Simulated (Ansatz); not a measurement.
## hcp Lu

Computed with BLYP (plane waves, PAW; Ansatz, an electronic-structure program).

Numerical settings: plane-wave cutoff 520 eV, 18×18×10 k mesh (along the axes of the cell as run), Fermi–Dirac smearing 0.05 eV, scalar-relativistic PAW data made under PBE.

Cell (relaxed at this level):

```yaml
crystal:
  lattice:
    - [1.76937, -3.06464, 0.00000]
    - [1.76937, 3.06464, 0.00000]
    - [0.00000, 0.00000, 5.49253]
  atoms:
    - { symbol: Lu, position: [0.33333, 0.66667, 0.25000] }
    - { symbol: Lu, position: [0.66667, 0.33333, 0.75000] }
```

| Item | Result |
|---|---|
| bulk modulus | 44.9 GPa |
| band gap | none |
| pressure derivative B′ of the bulk modulus | 3.6 |

Measured, for comparison: bulk modulus 47.6 GPa (room temperature, no zero-point or thermal correction; as tabulated in Wikipedia's data pages). Computed (rounded) less measured: bulk modulus -6 %.

Note: the bulk modulus comes from volumes at which shape and atoms were relaxed.

Spin–orbit coupling is not included.

The computed numbers hold no vibrational or temperature effects.

Computing time: around 6 core-minutes (rough).
